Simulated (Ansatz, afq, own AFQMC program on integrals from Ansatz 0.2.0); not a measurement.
## Atomization energy of GeHO, quartet

```xyz
3

Ge    0.0000   -0.0375    0.3220
O     0.0000    0.0862   -1.5290
H     0.0000    1.3375    1.0643
```

Connectivity, by distances: GeH–O.

Atoms in their ground-state spins without spin–orbit coupling (mostly on UHF) minus the molecule (UHF), without zero-point energy. The geometry is a stationary point, not shown to be a minimum.

Basis cc-pVTZ. Only valence electrons are correlated. Ansatz 0.2.0 and our own AFQMC program on the same integrals; the CISD trial comes from CCSD amplitudes, and released means the phaseless constraint is let go. Error bars are statistical, one sigma. No spin–orbit coupling. The errors of all members are added in quadrature.

No full CI on the walks' own integrals is used here; CCSDT(Q) serves as the reference and is uncertain by about the last step of the cluster series. Each member takes its own surest rung, up to full CI.

Errors are counted within cc-pVTZ, not against nature.

Cautions: inner d shell frozen; no relativity below Rb; no spin-orbit coupling; GeHO (quartet): lower spins were not checked, the released energies have errors that jump between times, so the bars are unsure, so no released level is given (meV from the phaseless value at times in 1/Eh: -10 ± 3 at 0.24, -16 ± 3 at 0.50, -37 ± 18 at 1.00, -26 ± 3 at 1.50), its ph-AFQMC/CISD value lies 33 ± 3 meV above CCSDT(Q).

| level | atomization energy (kJ/mol) |
| --- | --- |
| CCSD | 420.0 |
| MP2 | 436.1 |

(1) From these cheaper values, estimate the atomization energy at the reference level in cc-pVTZ.

(1) 436.0 kJ/mol (CCSDT(Q) in cc-pVTZ).

```csv
level,atomization energy (kJ/mol),error against CCSDT(Q) (kJ/mol)
HF,258.3,-177.7
CCSD(T),433.8,-2.2
CCSDT,434.8,-1.2
ph-AFQMC/HF,443.7 ± 3.0,7.7 ± 3.0
ph-AFQMC/CISD,433.7 ± 0.3,-2.3 ± 0.3
```

Correlation beyond CCSD(T) adds 2.2 kJ/mol. The perturbative (T) step is worth +13.8 kJ/mol.

A walk keeps the symmetry of its determinant, which the program's search chose and which needn't be the lowest solution, so a lower state of the same spin and another symmetry isn't excluded.
